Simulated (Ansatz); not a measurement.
```yaml
crystal:
  periodic: [false, false, false]
  atoms:
    - {symbol: Ti, position_ang: [-0.437874, 0.030050, -0.000913]}
    - {symbol: N, position_ang: [1.365531, -0.159292, 0.003140]}
    - {symbol: H, position_ang: [1.818679, 0.786522, -0.000258]}
basis:
  gaussian: {orbitals: def2-TZVP}
magnetization: {spin_polarized: true, initial_magnetization: 2}
hamiltonian: {xc: pbe0}
relax: {f_tol: 0.004, max_steps: 80}
```

```sh
$ ansatz run in.yaml --threads 1 --pin off --events-out ev --progress --plain --max-ram 2176MiB
```

Steps of the relaxation (energy above the last step; positions in Å, forces in eV/Å):

```
3
step 1, 598.9 meV
Ti   -0.438    0.030   -0.001    2.900   -0.487    0.007
N     1.366   -0.159    0.003   -2.849    1.322   -0.011
H     1.819    0.787    0.000   -0.051   -0.835    0.004
```

```
3
step 2, 407.2 meV
Ti   -0.408    0.019   -0.001    1.403   -0.361    0.004
N     1.328   -0.135    0.003   -1.554    0.909   -0.007
H     1.827    0.773    0.000    0.151   -0.548    0.003
```

```
3
step 3, 300.8 meV
Ti   -0.398   -0.012   -0.001   -0.917   -0.259    0.000
N     1.271   -0.081    0.003    0.675    0.746   -0.002
H     1.873    0.750    0.000    0.242   -0.487    0.003
```

```
3
step 6, 0.1 meV
Ti   -0.474   -0.193    0.000   -0.060   -0.024    0.000
N     1.126    0.276    0.001    0.091    0.044    0.000
H     2.094    0.574    0.001   -0.031   -0.020    0.000
```

```
3
step 7, 0.0 meV
Ti   -0.474   -0.195    0.000    0.003    0.001    0.000
N     1.126    0.282    0.001   -0.003    0.000    0.000
H     2.095    0.570    0.001    0.000    0.000    0.000
```

Close pairs at the end: N2–H3 1.011 Å, Ti1–N2 1.669 Å.

A stationary point of unrestricted PBE0 after 7 steps, with ⟨S²⟩ = 2.031 against 2.00 for a pure state; no frequencies were run, so it isn't proven a minimum. 1.9 min on 1 thread of Intel Xeon Platinum 8375C, shared host.
